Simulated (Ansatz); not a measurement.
```yaml
crystal:
  periodic: [false, false, false]
  atoms:
    - {symbol: C, position_ang: [0.000000, 0.000000, 0.000000]}
    - {symbol: Na, position_ang: [0.000000, 0.000000, 2.194800]}
basis:
  gaussian: {orbitals: def2-TZVP}
magnetization: {spin_polarized: true, initial_magnetization: 3}
hamiltonian: {xc: pbe0}
relax: {f_tol: 0.004, max_steps: 80}
```

```sh
$ ansatz run in.yaml --threads 1 --pin off --events-out ev --progress --plain --max-ram 2176MiB
```

Steps of the relaxation (energy above the last step; positions in Å, forces in eV/Å):

```
2
step 1, 3.3 meV
C     0.000    0.000    0.000    0.000    0.000   -0.199
Na    0.000    0.000    2.195    0.000    0.000    0.199
```

```
2
step 2, 0.4 meV
C     0.000    0.000   -0.011    0.000    0.000   -0.068
Na    0.000    0.000    2.206    0.000    0.000    0.068
```

```
2
step 3, 0.0 meV
C     0.000    0.000   -0.017    0.000    0.000   -0.001
Na    0.000    0.000    2.212    0.000    0.000    0.001
```

Close pairs at the end: C1–Na2 2.229 Å.

A stationary point of unrestricted PBE0 after 3 steps, with ⟨S²⟩ = 3.752 against 3.75 for a pure state. 5.5 s on 1 thread of Arm Neoverse V2, shared host.
